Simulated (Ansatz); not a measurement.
The input, for Ansatz 0.2.0:

```yaml
crystal:
  periodic: [false, false, false]
  atoms:
    - {symbol: Si, position_ang: [0.000000, -0.064693, 0.000000]}
    - {symbol: H, position_ang: [0.000000, 0.901315, -1.629926]}
    - {symbol: H, position_ang: [0.000000, 0.901313, 1.629927]}
basis:
  gaussian: {orbitals: aug-cc-pVDZ}
correlation: {method: sc_nevpt2, electrons: outside_noble_gas, active_space: {window: {electrons: 4, orbitals: 4}}}
magnetization: {spin_polarized: true, initial_magnetization: 2}
```

```sh
$ ansatz run in.yaml --threads 1 --pin off --events-out ev --progress --plain --max-ram 2393MiB
```

(1) How does this run end?

Answers

(1) Refused. The input was made wrong on purpose (active space on unrestricted orbitals), so the run isn't a sound calculation of what was asked.
```
Error: invalid value for `correlation.active_space`: it starts from restricted Hartree–Fock orbitals; set hamiltonian.xc: hf without magnetization.spin_polarized
```
